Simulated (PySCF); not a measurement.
# AlC: frontier orbitals

PBE at R = 2.036 Å; PySCF, no relativity, basis sets Al 3-21G, C 3-21G. State: ⁴Σ⁻ (quartet), unpaired electrons σ ↑, π ↑↑. Only the outer orbitals are listed, counted within each symmetry.

| spin | orbital | occ. | ε (eV) | on Al (%) | main shells (%) |
| --- | --- | --- | --- | --- | --- |
| α | 5σ | 1 | -14.64 | 11 | 86 C s |
| α | 6σ | 1 | -8.02 | 59 | 58 Al s, 29 C p, 12 C s |
| α | 2π | 1 | -5.67 | 21 | 79 C p, 21 Al p |
| α | 2π | 1 | -5.67 | 21 | 79 C p, 21 Al p |
| α | 7σ | 1 | -5.27 | 53 | 46 C p, 27 Al s, 26 Al p |
| α | 3π | 0 | -2.15 | 79 | 79 Al p, 21 C p |
| α | 3π | 0 | -2.15 | 79 | 79 Al p, 21 C p |
| α | 8σ | 0 | 0.45 | 95 | 85 Al p, 10 Al s, 8 C p |
| β | 5σ | 1 | -12.14 | 21 | 73 C s, 16 Al s |
| β | 6σ | 1 | -6.57 | 75 | 69 Al s, 18 C s |
| β | 2π | 0 | -3.57 | 57 | 57 Al p, 43 C p |
| β | 2π | 0 | -3.57 | 57 | 57 Al p, 43 C p |
| β | 7σ | 0 | -3.28 | 37 | 57 C p, 28 Al p, 9 Al s |

Task: Which are the highest filled and the lowest empty level, where do they sit, and how wide is the gap?

Result: Highest filled α 7σ at -5.27 eV (in %: 46 C p, 27 Al s, 26 Al p); lowest empty β 2π at -3.57 eV (in %: 57 Al p, 43 C p); the gap at PBE is 1.70 eV.

* bond order (Mayer): 1.35
* ⟨S²⟩: 3.752
* charge on Al (Mulliken, basis-dependent): 0.37
* charge on Al (Löwdin, basis-dependent): 0.18
* dipole moment (positive dipole means Al(−)C(+)): -1.30 D
* polarisability along the bond: 67.7 bohr³
* polarisability across the bond: 37.2 bohr³

3-21G is very small, so such numbers show the basis as much as the molecule. The state is the lowest determinant that a PBE0 search found; another state may lie lower at other levels.
